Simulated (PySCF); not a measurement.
```yaml
atoms:
  - { symbol: C, position_ang: [0.0000, 0.0000, -0.6337] }
  - { symbol: C, position_ang: [0.0000, 0.0000, 0.6337] }
```

Basis set: aug-cc-pVTZ (spherical functions). Frozen core: 2 orbitals. Charge 0, multiplicity 1.

Starred EOM-CCSD(T)(a) on the restricted Hartree–Fock determinant with PySCF 2.14.0; the energies are vertical.

(1) The solver was asked for the few lowest roots only. Give the electron affinities of singlet C₂ among them whose weight of singles is over 0.7 (positive where the electron binds).

Answers

(1)

```json
{"root": "1", "energy (eV)": "4.73", "weight of singles": "0.94"}
```

Higher main lines weren't sought.
